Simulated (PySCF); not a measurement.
Species: C4H7NS.
SMILES with atom numbers: `[CH3:1][C@@H:2]([SH:3])[CH2:4][C:5]#[N:6]` (hydrogens: H7, H8, H9 on C1; H10 on C2; H11 on S3; H12, H13 on C4)

Torsions of this conformer, `[CH3:1][C@@H:2]([SH:3])[CH2:4][C:5]#[N:6]`: C1–C2–C4–C5 61°, H–S3–C2–C1 57°.

The closed-shell ground state was solved at several levels (PySCF, density fitting, gas phase, non-relativistic). Geometry: PBE0-D3(BJ)/def2-SVP, one conformer, isolated molecule.

```tsv
level	basis functions	HOMO (eV)	LUMO (eV)	gap (eV)	dipole (D)
B3LYP/cc-pVTZ	282	-7.13	-0.47	6.66	2.85
B3LYP/def2-TZVP	234	-7.13	-0.53	6.60	2.94
```

(1) Estimate the row for B3LYP/6-31G*, a basis of 102 functions; the other rows only guide the guess.

(2) Over all these levels, which gives the widest orbital gap and which the narrowest?

(3) How much does the basis alone move the frontier levels among the 3 B3LYP rows (the withheld one included)?

(4) How far do the dipole and the HOMO energy spread over the levels?

## Answers

(1) HOMO -6.96 eV, LUMO -0.07 eV, gap 6.89 eV, dipole 2.68 D.

(2) B3LYP/6-31G* has the widest, 6.89 eV, and B3LYP/def2-TZVP the narrowest, 6.60 eV. From the narrowest to the widest the HOMO moves by +0.17 eV and the LUMO by +0.46 eV.

(3) The HOMO by 0.17 eV and the LUMO by 0.46 eV. By rising basis size (HOMO, LUMO in eV): 6-31G* -6.96, -0.07; def2-TZVP -7.13, -0.53; cc-pVTZ -7.13, -0.47.

(4) The dipole runs from 2.68 to 2.94 D (mean 2.82 D) and the HOMO from -7.13 to -6.96 eV.
